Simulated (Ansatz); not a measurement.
A calculation on hcp Hf returned lattice constant a 3.221 Å, lattice parameter c 5.071 Å.

For reference: lattice constant a 3.194 Å (measured, 293 K, not corrected to a static lattice, our sources range from 3.194 to 3.200; as tabulated in Wikipedia's data pages); lattice parameter c 5.051 Å (measured, 293 K, no zero-point or thermal correction; as tabulated in Wikipedia's data pages).

Which level of theory produced these numbers?
A) HSE06 (Ansatz (a quantum-chemistry and plane-wave program))
B) PBE+SOC (Ansatz)
C) HSE06-D3(BJ) (Ansatz)
D) PBEsol-D3(BJ) (Ansatz)

A, HSE06 (Ansatz)

The others give: HSE06-D3(BJ) 3.170 Å, 4.994 Å; PBEsol-D3(BJ) 3.120 Å, 4.949 Å; PBE+SOC 3.201 Å, 5.064 Å.

Unless a cell is named, each level is at its own relaxed cell (HSE06 22.77, HSE06-D3(BJ) 21.73, PBE+SOC 22.47, PBEsol-D3(BJ) 20.86 Å³/atom).

Ansatz's density-functional and Hartree–Fock values are scalar-relativistic unless marked +SOC, with PAW data made under PBE.
